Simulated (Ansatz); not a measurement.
This Ansatz (a program for electronic structure) input (PBE0/6-31+G*) gives -177.63803 Eh with 63 basis functions. A basis named .json is the Basis Set Exchange file of that set (core-valence sets with the plain set on hydrogen).

Ansatz 0.2 input:
```yaml
crystal:
  periodic: [false, false, false]
  atoms:
    - {symbol: C, position_ang: [0.00476229, 0.43392420, -0.00203639]}
    - {symbol: C, position_ang: [1.18383408, -0.15360148, 0.00493325]}
    - {symbol: F, position_ang: [-1.14596015, -0.26718838, -0.00280751]}
    - {symbol: H, position_ang: [-0.17580160, 1.50100015, -0.00772733]}
    - {symbol: H, position_ang: [1.28003303, -1.23028006, 0.01036986]}
    - {symbol: H, position_ang: [2.07783169, 0.45203897, 0.00524394]}
basis:
  gaussian:
    orbitals: 6-31+G_.json
hamiltonian:
  xc: {name: PBE0}
magnetization: {spin_polarized: false}
```

Change:
```diff
- orbitals: 6-31+G_.json
+ orbitals: 6-31G*
```

Question: What does the run give now?

Answer: -177.62492 Eh (PBE0/6-31G*, 51 functions), a change of +13.11 mEh.
